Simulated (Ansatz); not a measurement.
Barrier height from HO + Cl to the transition structure ClHO, without zero-point energy, on the benchmark's geometries as Psi4's copy of the set gives them.
Transition structure (charge 0, multiplicity 3):
| atom | x (Å) | y (Å) | z (Å) |
|---|---|---|---|
| Cl | 0.0188 | -0.8173 | 0.0000 |
| H | -0.4705 | 0.5695 | 0.0000 |
| O | 0.0188 | 1.6656 | 0.0000 |
Reactant (charge 0, multiplicity 2):
```xyz
2

O      0.00000     0.00000     0.00000
H      0.96890     0.00000     0.00000
```

Open shells are unrestricted; no spin–orbit coupling.

Cores are frozen in the correlated methods. CBS: X⁻³ extrapolation of the correlation energy, Hartree–Fock from the larger set.

Programs: Ansatz (a quantum-chemistry and plane-wave program) with Gaussian orbitals. Values without a source in brackets are computed.

PBE/def2-TZVPPD gives -28.9 kJ/mol for the barrier height.

Task: Where do these levels fall relative to PBE: r2SCAN/def2-TZVPPD, B3LYP/def2-TZVPPD, wB97M-V/def2-TZVPPD, B2PLYP/def2-TZVPPD, MP2/CBS(aug-cc-pV(T+d)Z, aug-cc-pV(Q+d)Z), CCSD(T)/CBS(aug-cc-pV(T+d)Z, aug-cc-pV(Q+d)Z).

Result: r2SCAN/def2-TZVPPD 22.7; B3LYP/def2-TZVPPD 46.9; wB97M-V/def2-TZVPPD 61.2; B2PLYP/def2-TZVPPD 64.3; MP2/CBS(aug-cc-pV(T+d)Z, aug-cc-pV(Q+d)Z) 90.0; CCSD(T)/CBS(aug-cc-pV(T+d)Z, aug-cc-pV(Q+d)Z) 71.5 kJ/mol. 6 of 6 lie above PBE; the widest gap is to MP2/CBS(aug-cc-pV(T+d)Z, aug-cc-pV(Q+d)Z).

The set's own value is 10.4 kcal/mol (Zhao et al., J. Phys. Chem. A 109, 2012 (2005), HTBH38), an estimate for the real system, whose open-shell reactant is lowered by spin–orbit coupling.
